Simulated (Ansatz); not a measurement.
# doublet [S2]+ at 6 levels

Wanted: a comparison of 6 runs (UHF/STO-3G, UB3LYP/6-31G*, UB3LYP/cc-pVTZ, RPA@PBE/cc-pVTZ, UMP2/cc-pVTZ) of doublet [S2]+. 

The results are computed with Ansatz 0.2.0.

18 further runs of the same task are left out: 1 that didn't finish, 17 set aside as unsound or not needed.

### 1 The structure to begin with

The species is [S2]+ (2 atoms), meant as a doublet with charge +1. SMILES of the parent species: `S=S`. The bond length is the one measured for the parent species. That shape belongs to the parent species and isn't relaxed for this state.

Bond lengths: S1–S2 1.889 Å.

### 2 The energy at UHF/STO-3G (run 1)

run.yaml

```yaml
crystal:
  periodic: [false, false, false]
  atoms:
    - {symbol: S, position_ang: [0.000000, 0.000000, 0.000000]}
    - {symbol: S, position_ang: [0.000000, 0.000000, 1.889200]}
basis:
  gaussian:
    orbitals: STO-3G
total_charge: 1
magnetization:
  spin_polarized: true
  initial_magnetization: 1
hamiltonian:
  xc: hf
accuracy: high
output: {orbitals: {seedname: orbitals}}
```

Command:

```console
$ ansatz run run.yaml --threads 1 --pin off --max-ram 3480MiB --events-out events.jsonl --progress --plain --runs-dir runs
```

Standard output:

```text
Warning: RAYON_NUM_THREADS=1 ignored (pool sized by the plan → 1); use --threads N
Functional definition: HF
  name "HF"
  exchange = exact_x
  correlation = 0
299 factors; integrals over basis functions are off by at most 8.3e-9 eV
mean field evaluation 1: about -21390.1371 eV, gradient 2.3e0 eV
mean field evaluation 2: about -21390.1547 eV, gradient 2.4e0 eV
mean field evaluation 4: about -21390.2001 eV, gradient 9.2e-2 eV
mean field evaluation 8: about -21390.5192 eV, gradient 1.9e0 eV
mean field evaluation 16: about -21391.2011 eV, gradient 1.7e-3 eV
mean field evaluation 32: about -21391.0797 eV, gradient 1.7e0 eV
mean field evaluation 64: about -21390.1974 eV, gradient 4.9e-1 eV
mean field -21391.20108081 eV, -786.1121402428 hartree, gradient 3.7e-9 eV, S^2 1.461375; 6 other end points of the search recorded, 0 dependent functions left out
reference -21391.20108081 eV, -786.1121402428 hartree; 16, 15 occupied and 2, 3 virtual orbitals, 299 factors
Total energy: -21391.20108081 eV, -786.1121402428 hartree
```

It took 0.3 s on 1 thread of Intel Xeon Platinum 8488C (Sapphire Rapids), shared host.

### 3 The energy at UB3LYP/6-31G(d) (spherical functions) (run 2)

job.yaml

```yaml
crystal:
  periodic: [false, false, false]
  atoms:
    - {symbol: S, position_ang: [0.000000, 0.000000, 0.000000]}
    - {symbol: S, position_ang: [0.000000, 0.000000, 1.889200]}
basis:
  gaussian:
    orbitals: 6-31G_st_-spherical.json
total_charge: 1
magnetization:
  spin_polarized: true
  initial_magnetization: 1
hamiltonian:
  xc: {name: B3LYP}
accuracy: high
output:
  orbitals: {seedname: orbitals}
```

The basis set 6-31G* is read from a file made from the Basis Set Exchange's data (not shown).

Command:

```console
$ ansatz run job.yaml --threads 1 --pin off --max-ram 3480MiB --events-out events.jsonl --progress --plain --runs-dir runs
```

Standard output:

```text
Warning: RAYON_NUM_THREADS=1 ignored (pool sized by the plan → 1); use --threads N
Functional definition: B3LYP
  name "B3LYP"
  parameter a0 = 0.2
  parameter ax = 0.72
  parameter ac = 0.81
  exchange = (1 - a0 - ax)*slater_x + ax*b88_x + a0*exact_x
  correlation = (1 - ac)*vwn_rpa_c + ac*lyp_c
616 factors; integrals over basis functions are off by at most 3.3e-9 eV
mean field evaluation 1: about -21659.4355 eV, gradient 1.1e1 eV
mean field evaluation 2: about -21659.8446 eV, gradient 7.6e0 eV
mean field evaluation 4: about -21660.1923 eV, gradient 8.7e-2 eV
mean field evaluation 8: about -21660.2667 eV, gradient 2.3e-3 eV
mean field evaluation 16: about -21660.2667 eV, gradient 9.3e-8 eV
mean field evaluation 32: about -21660.2355 eV, gradient 4.2e-1 eV
mean field -21660.26667710 eV, -796.0001185272 hartree, gradient 7.7e-9 eV, S^2 0.752441; 2 other end points of the search recorded, 0 dependent functions left out
reference -21660.26670328 eV, -796.0001194896 hartree; 16, 15 occupied and 20, 21 virtual orbitals, 616 factors
Total energy: -21660.26670328 eV, -796.0001194896 hartree
```

Wall time 2.4 s (1 thread of Intel Xeon Platinum 8488C (Sapphire Rapids), shared host); peak memory 0.14 GiB.

Run 3 isn't shown in full; the table further down has it.

### 4 The energy at UB3LYP/cc-pVTZ (run 4)

Edit run.yaml of step 2 so:

```diff
@@ -7,3 +7,3 @@
   gaussian:
-    orbitals: STO-3G
+    orbitals: cc-pVTZ
 total_charge: 1
@@ -12,5 +12,5 @@
   initial_magnetization: 1
+output: {orbitals: {seedname: orbitals}}
+accuracy: high
 hamiltonian:
-  xc: hf
-accuracy: high
-output: {orbitals: {seedname: orbitals}}
+  xc: {name: B3LYP}
```

Command:

```console
$ ansatz run run.yaml --threads 1 --pin off --max-ram 3480MiB --events-out events.jsonl --progress --plain --runs-dir runs
```

Standard output:

```text
Warning: RAYON_NUM_THREADS=1 ignored (pool sized by the plan → 1); use --threads N
[... 7 set-up lines as earlier in the session ...]
939 factors; integrals over basis functions are off by at most 3.5e-9 eV
mean field evaluation 1: about -21661.2695 eV, gradient 1.5e1 eV
mean field evaluation 2: about -21661.6632 eV, gradient 1.2e1 eV
mean field evaluation 4: about -21662.4651 eV, gradient 2.5e-1 eV
mean field evaluation 8: about -21662.5647 eV, gradient 6.9e-3 eV
mean field evaluation 16: about -21662.5647 eV, gradient 6.2e-7 eV
mean field evaluation 32: about -21661.5169 eV, gradient 4.5e0 eV
mean field -21662.56473437 eV, -796.0845705743 hartree, gradient 1.9e-8 eV, S^2 0.754578; 2 other end points of the search recorded, 0 dependent functions left out
reference -21662.56476095 eV, -796.0845715512 hartree; 16, 15 occupied and 52, 53 virtual orbitals, 939 factors
Total energy: -21662.56476095 eV, -796.0845715512 hartree
```

Wall time 4.5 s (1 thread of Intel Xeon Platinum 8488C (Sapphire Rapids), shared host); peak memory 0.19 GiB.

Run 5 isn't shown in full; the table further down has it.

### 5 The energy at UMP2/cc-pVTZ (run 6)

in.yaml

```yaml
crystal:
  periodic: [false, false, false]
  atoms:
    - {symbol: S, position_ang: [0.000000, 0.000000, 0.000000]}
    - {symbol: S, position_ang: [0.000000, 0.000000, 1.889200]}
basis:
  gaussian: {orbitals: cc-pVTZ}
total_charge: 1
magnetization: {spin_polarized: true, initial_magnetization: 1}
correlation: {method: mp2, frozen_orbitals: {S: 5}}
accuracy: high
```

Command:

```console
$ ansatz run in.yaml --threads 1 --pin off --max-ram 3480MiB --events-out events.jsonl --progress --plain --runs-dir runs
```

Standard output:

```text
Warning: RAYON_NUM_THREADS=1 ignored (pool sized by the plan → 1); use --threads N
[... 4 set-up lines as earlier in the session ...]
939 factors; integrals over basis functions are off by at most 3.5e-9 eV
mean field evaluation 1: about -21625.4934 eV, gradient 6.7e0 eV
mean field evaluation 2: about -21625.7486 eV, gradient 6.8e0 eV
mean field evaluation 4: about -21626.1575 eV, gradient 8.3e-1 eV
mean field evaluation 8: about -21626.1696 eV, gradient 6.4e-3 eV
mean field evaluation 16: about -21626.1696 eV, gradient 5.9e-5 eV
mean field evaluation 32: about -21626.1696 eV, gradient 3.1e-8 eV
mean field evaluation 64: about -21626.5721 eV, gradient 1.1e0 eV
mean field evaluation 96: about -21626.1696 eV, gradient 2.5e-3 eV
mean field -21626.59839260 eV, -794.7628318930 hartree, gradient 2.9e-8 eV, S^2 1.370496; 7 other end points of the search recorded, 0 dependent functions left out
10 core orbitals not correlated: weight in the atoms' cores, before any rotation towards them, 1.000 or more for the frozen orbitals, at most 0.000 for the correlated occupied ones
reference -21626.59839260 eV, -794.7628318930 hartree; 6, 5 occupied and 52, 53 virtual orbitals, 939 factors
second order -7.46707109 eV of doubles, -0.00000000 eV of singles
Total energy: -21634.06546369 eV, -795.0372416943 hartree
```

Run time: 3.3 s. Hardware: 1 thread of Intel Xeon Platinum 8488C (Sapphire Rapids), shared host; peak memory 0.15 GiB.

### 6 Overview of the runs

| run | level | Cartesian functions | frozen core orbitals | energy (Eh) | HOMO energy (eV) | LUMO energy (eV) | ⟨S²⟩ | wall time |
| --- | --- | --- | --- | --- | --- | --- | --- | --- |
| 1 | UHF/STO-3G | no | – | -786.112140 | -15.80 | -4.71 | 1.461 | 0.3 s |
| 2 | UB3LYP/6-31G* (spherical functions) | no | – | -796.000119 | -14.40 | -12.61 | 0.752 | 2.4 s |
| 3 | UB3LYP/6-31G* (Cartesian functions) | yes | – | -796.006043 | -14.40 | -12.61 | 0.752 | 2.3 s |
| 4 | UB3LYP/cc-pVTZ | no | – | -796.084572 | -14.33 | -12.48 | 0.755 | 4.5 s |
| 5 | RPA@PBE/cc-pVTZ | no | 10 | -795.265430 | – | – | 0.753 | 4.5 s |
| 6 | UMP2/cc-pVTZ | no | 10 | -795.037242 | – | – | 1.370 | 3.3 s |

### 7 Summary of results

| quantity | value |
| --- | --- |
| run 6: total energy | -795.03724 Eh |
| run 6: correlation energy (10 core orbitals frozen) | -274.4 mEh |
| run 6: ⟨S²⟩ of the reference determinant | 1.370 |

In run 1 the basis is minimal, so the values are rough. Spin contamination of the reference: run 1 ⟨S²⟩ = 1.46, run 6 ⟨S²⟩ = 1.37. Where it is this large, the reference is a mixture of spin states, and values that rest on it are in doubt. All runs together took 17 s, the longest 4.5 s.
